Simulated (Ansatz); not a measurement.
# BH₄NSi (SMILES B[SiH]=N): one structure at several levels

How do the functionals fare away from a minimum? The structure is a structure displaced at random from a GFN2-xTB minimum.

Program: Ansatz 0.2.0, Gaussian basis. Level of theory: single points in def2-TZVPP. These are calculated values, not measurements.

Cores are frozen in the correlated methods.

## Step 1: Starting geometry

SMILES `B[SiH]=N`, 7 atoms, charge 0, spin multiplicity 1.

Atoms are counted from 1 here; the program's logs count them from 0.

Bond lengths: B1–Si2 1.969 Å, B1–H4 1.215 Å, B1–H5 1.155 Å, Si2–N3 1.613 Å, Si2–H6 1.475 Å, N3–H7 1.024 Å. Angles: Si2–B1–H4 118.9°, Si2–B1–H5 122.8°, H4–B1–H5 118.3°, B1–Si2–N3 115.9°, B1–Si2–H6 116.5°, N3–Si2–H6 127.6°, Si2–N3–H7 125.2°.

Geometry (Å):

```xyz
7
charge 0, multiplicity 1
B    -1.1303    0.4105   -0.7410
Si    0.4296    0.1942    0.4404
N     1.1317   -1.2573    0.4199
H    -1.4810   -0.5277   -1.4292
H    -1.7495    1.3843   -0.7869
H     0.8081    1.3667    1.2512
H     1.9898   -1.5042    0.9202
```

## Step 2: CCSD(T)/def2-TZVPP

File run/in.yaml:

```yaml
crystal:
  periodic: [false, false, false]
  atoms:
    - {symbol: B, position_ang: [-1.130300, 0.410500, -0.741000]}
    - {symbol: Si, position_ang: [0.429600, 0.194200, 0.440400]}
    - {symbol: N, position_ang: [1.131700, -1.257300, 0.419900]}
    - {symbol: H, position_ang: [-1.481000, -0.527700, -1.429200]}
    - {symbol: H, position_ang: [-1.749500, 1.384300, -0.786900]}
    - {symbol: H, position_ang: [0.808100, 1.366700, 1.251200]}
    - {symbol: H, position_ang: [1.989800, -1.504200, 0.920200]}
basis:
  gaussian: {orbitals: def2-TZVPP}
correlation: {method: ccsd_t}
output: {forces: true}
```

The command line of these runs was not kept.

## Step 3: PBE0-D4/def2-TZVPP

Changes to run/in.yaml since step 2:

```diff
@@ -12,3 +12,3 @@
   gaussian: {orbitals: def2-TZVPP}
-correlation: {method: ccsd_t}
-output: {forces: true}
+hamiltonian: {xc: pbe0, dispersion: d4}
+output: {forces: true, orbitals: {seedname: orbitals}}
```

## Step 4: wB97M-V/def2-TZVPP

Changes to run/in.yaml since step 3:

```diff
@@ -12,3 +12,3 @@
   gaussian: {orbitals: def2-TZVPP}
-hamiltonian: {xc: pbe0, dispersion: d4}
-output: {forces: true, orbitals: {seedname: orbitals}}
+hamiltonian: {xc: {name: wB97M-V}}
+output: {forces: true}
```

## Step 5: r2SCAN-D4/def2-TZVPP

Changes to run/in.yaml since step 4:

```diff
@@ -12,3 +12,3 @@
   gaussian: {orbitals: def2-TZVPP}
-hamiltonian: {xc: {name: wB97M-V}}
+hamiltonian: {xc: r2scan, dispersion: d4}
 output: {forces: true}
```

## Step 6: PBE-D4/def2-TZVPP

Changes to run/in.yaml since step 5:

```diff
@@ -12,3 +12,3 @@
   gaussian: {orbitals: def2-TZVPP}
-hamiltonian: {xc: r2scan, dispersion: d4}
+hamiltonian: {xc: pbe, dispersion: d4}
 output: {forces: true}
```

## Step 7: CAM-B3LYP-D4/def2-TZVPP

Changes to run/in.yaml since step 6:

```diff
@@ -12,3 +12,3 @@
   gaussian: {orbitals: def2-TZVPP}
-hamiltonian: {xc: pbe, dispersion: d4}
+hamiltonian: {xc: {name: CAM-B3LYP}, dispersion: d4}
 output: {forces: true}
```

## Step 8: r2SCAN0-D4/def2-TZVPP

Changes to run/in.yaml since step 7:

```diff
@@ -12,3 +12,3 @@
   gaussian: {orbitals: def2-TZVPP}
-hamiltonian: {xc: {name: CAM-B3LYP}, dispersion: d4}
+hamiltonian: {xc: {name: r2SCAN0}, dispersion: d4}
 output: {forces: true}
```

(Steps that only read results are left out.)

Q: Predict the outcome of this session. Wanted: energy less free atoms, CCSD(T)/def2-TZVPP; RMS force component; RMS force error; HOMO and LUMO, PBE0-D4; T1 diagnostic.

As calculated:

```
                                  quantity                                                                                                   value
energy less free atoms, CCSD(T)/def2-TZVPP                                                                                              -21.682 eV
                       RMS force component                                                                    0.433 to 0.487 eV/Å over the methods
                           RMS force error  PBE0-D4 0.210, wB97M-V 0.270, r2SCAN-D4 0.133, PBE-D4 0.168, CAM-B3LYP-D4 0.320, r2SCAN0-D4 0.283 eV/Å
                    HOMO and LUMO, PBE0-D4                                                                                      -7.48 and -3.37 eV
                             T1 diagnostic                                                                                                   0.020
```

In words: Against CCSD(T) the functionals' energies less atoms differ by -1.175 to -0.305 eV, PBE-D4 by -1.175 eV. CCSD(T) in triple zeta still lacks some correlation energy of the bonds, so part of these gaps is its own basis error and they don't rank the functionals. For forces r2SCAN-D4 does best and CAM-B3LYP-D4 worst. Frozen-core CCSD(T) forces in triple zeta carry basis errors of their own, and this is one geometry, so small gaps rank nothing. The restricted Hartree–Fock reference is unstable towards an unrestricted one at one or more of these structures.
